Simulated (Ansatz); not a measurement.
## [H···H···BH2], doublet: the ladder up to full CI

All five atoms lie in one plane.

Geometry: a point of a hydrogen-transfer path between rigid fragments, not a stationary point.

```xyz
5

H    -2.2693    0.0000    0.0000
H    -1.4433    0.0000    0.0000
B     0.2117    0.0000    0.0000
H     0.7208    0.0000    1.0770
H     0.7208    0.0000   -1.0770
```

Basis cc-pVDZ; Ansatz 0.2.0. Correlated methods freeze the noble-gas cores, which leaves 7 electrons in 33 orbitals. R marks a restricted (for open shells ROHF) determinant, U an unrestricted one. Active spaces: valence = (7e, 8o) chosen from the atoms' valence shells; pair = (3e, 3o) about the gap.

Full CI is exact within this basis and frozen core; it isn't the basis-set limit. The frozen core follows each run's orbitals, which can shift R against U totals by a few meV.

For open shells CISD is restricted-active-space CI with the open shells as a complete middle space.

```
UHF ⟨S²⟩                          : 0.772
T1 diagnostic (RCCSD)             : 0.0225
largest doubles amplitude (RCCSD) : 0.046
T1 diagnostic (UCCSD)             : 0.0123
```

```csv
level,E − E(RHF) (eV)
UHF,-0.1568
RMP2,-2.8580
UMP2,-2.8617
RCCSD,-3.6548
UCCSD,-3.6563
RCCSD(T),-3.7066
UCCSD(T),-3.7063
```

Task: Estimate how far full CI in cc-pVDZ lies from RCCSD(T). The table doesn't fix it; the size of (T) and the diagnostics are the guide.

Result: Full CI in cc-pVDZ lies 0.35 kcal/mol below RCCSD(T), which is 30 % of the (T) step (-1.20 kcal/mol). The diagnostics give no warning, yet the rest is a sizeable part of (T).

The other levels:

```json
{"level": "CISD", "E − E(full CI) (kcal/mol)": "4.93", "share of correlation (%)": "94.25", "wall time": "0.7 s"}
{"level": "BCCD(T)", "E − E(full CI) (kcal/mol)": "0.36", "share of correlation (%)": "99.58", "wall time": "1 s"}
{"level": "RCCSDT", "E − E(full CI) (kcal/mol)": "0.03", "share of correlation (%)": "99.96", "wall time": "–"}
{"level": "UCCSDT", "E − E(full CI) (kcal/mol)": "0.03", "share of correlation (%)": "99.96", "wall time": "–"}
{"level": "RCCSDT(Q)", "E − E(full CI) (kcal/mol)": "0.01", "share of correlation (%)": "99.99", "wall time": "4.8 s"}
{"level": "UCCSDT(Q)", "E − E(full CI) (kcal/mol)": "0.00", "share of correlation (%)": "100.00", "wall time": "4.5 s"}
{"level": "RCCSDTQ", "E − E(full CI) (kcal/mol)": "0.00", "share of correlation (%)": "100.00", "wall time": "8 s (H100)"}
{"level": "UCCSDTQ", "E − E(full CI) (kcal/mol)": "0.00", "share of correlation (%)": "100.00", "wall time": "11 s (H100)"}
{"level": "CASSCF (pair space)", "E − E(full CI) (kcal/mol)": "72.21", "share of correlation (%)": "15.87", "wall time": "–"}
{"level": "NEVPT2 (pair space)", "E − E(full CI) (kcal/mol)": "18.10", "share of correlation (%)": "78.91", "wall time": "0.37 s"}
{"level": "MRCISD (pair space)", "E − E(full CI) (kcal/mol)": "3.68", "share of correlation (%)": "95.72", "wall time": "–"}
{"level": "MRCISD+Q (pair space)", "E − E(full CI) (kcal/mol)": "-0.20", "share of correlation (%)": "100.24", "wall time": "0.52 s"}
{"level": "CASSCF (valence space)", "E − E(full CI) (kcal/mol)": "49.97", "share of correlation (%)": "41.78", "wall time": "–"}
{"level": "NEVPT2 (valence space)", "E − E(full CI) (kcal/mol)": "14.17", "share of correlation (%)": "83.50", "wall time": "2.2 s"}
{"level": "MRCISD (valence space)", "E − E(full CI) (kcal/mol)": "1.90", "share of correlation (%)": "97.79", "wall time": "–"}
{"level": "MRCISD+Q (valence space)", "E − E(full CI) (kcal/mol)": "0.10", "share of correlation (%)": "99.89", "wall time": "3.1 s"}
```

The correlation energy at full CI, counted from RHF, is -3.722 eV. That run took 18 s on 2 threads of AMD EPYC 7R13 with a shared H100 80 GB, shared host over 55,991,320 determinants.

Times hold each run's SCF and search for its determinant on a shared host, so for small cases they say little of a method's own cost; rows without a card ran on 1 thread of AMD EPYC 7R13.

Not variational, and here over 5 meV under the exact energy: MRCISD+Q (pair space).

The full-CI state has the irrep A1 of C2v, in the program's axes.

Natural occupations of full CI about the gap: 1.959 1.956 1.955 0.989 0.026 0.020 0.018 0.018 0.009 0.009; effectively unpaired electrons, Σ n²(2−n)², 1.03.
